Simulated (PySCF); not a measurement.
Splitting trees

Mapped SMILES: `[CH2:1]=[CH:2][C@H:3]([CH3:4])[F:5]` (H(Xn): hydrogen on atom n). Ha(C1) is cis to C3; Hb(C1) is trans to C3.

- couplings computed with B3LYP/pcJ-1 (spin–dipole term only in couplings to heteroatoms)
- PBE0/pcSseg-1 with gauge-including orbitals
- GFN2-xTB geometry
- code: PySCF 2.14
- single conformer, one averaged value for each set of equivalent atoms, no solvent model, non-relativistic Hamiltonian

δ = σ(ref) − σ, references computed at the same level: TMS for ¹H (σ = 31.72 ppm).

Spectrometer: 600 MHz for ¹H. First-order analysis; couplings under 1 Hz (under 4 Hz in carbon signals) are ignored, and nearly equal couplings are merged; the smaller ones broaden or split the lines further.

(1) What pattern does H(C4) show (¹H)?

(2) What pattern does Ha(C1) show (¹H)?

(3) What pattern does Hb(C1) show (¹H)?

(4) What pattern does H(C3) show (¹H)?

Answers

(1) A doublet of doublets at δ 1.39: 22.2 Hz to F5 (1 × ¹⁹F, 3 bonds away), 6.9 Hz to H(C3) (1 × ¹H, 3 bonds away). Lines in Hz from the centre (relative intensity): +14.6 (1), +7.7 (1), -7.7 (1), -14.6 (1). The outer lines are 29.1 Hz apart, the sum of the couplings kept, or 0.049 ppm at this field.

(2) A doublet of doublets of doublets at δ 5.86: 18.3 Hz to H(C2) (1 × ¹H, 3 bonds away), 2.8 Hz to H(C3) (1 × ¹H, 4 bonds away), 2.0 Hz to F5 (1 × ¹⁹F, 4 bonds away). Lines in Hz from the centre (relative intensity): +11.6 (1), +9.6 (1), +8.8 (1), +6.8 (1), -6.8 (1), -8.8 (1), -9.6 (1), -11.6 (1). The outer lines are 23.1 Hz apart, the sum of the couplings kept, or 0.038 ppm at this field.

(3) A doublet of doublets of doublets at δ 5.54: 12.5 Hz to H(C2) (1 × ¹H, 3 bonds away), 3.7 Hz to F5 (1 × ¹⁹F, 4 bonds away), 2.6 Hz to H(C3) (1 × ¹H, 4 bonds away). Lines in Hz from the centre (relative intensity): +9.4 (1), +6.8 (1), +5.7 (1), +3.1 (1), -3.1 (1), -5.7 (1), -6.8 (1), -9.4 (1). The outer lines are 18.8 Hz apart, the sum of the couplings kept, or 0.031 ppm at this field.

(4) A doublet of quartets of quartets at δ 5.37: 55.3 Hz to F5 (1 × ¹⁹F, 2 bonds away), 6.9 Hz to H(C4) (3 × ¹H, 3 bonds away), 2.7 Hz to Ha(C1) and H(C2) and Hb(C1) (3 × ¹H, 3 or 4 bonds away).

Unscaled 3J(H,H) at this level run about 10 % above measured values. Couplings across =CH–CH2 type bonds come from one rotamer and its mirror image, and can be 1–2 Hz further off. Vicinal couplings across rotatable single bonds and in flexible rings belong to the one computed conformer; a conformer average would change them.
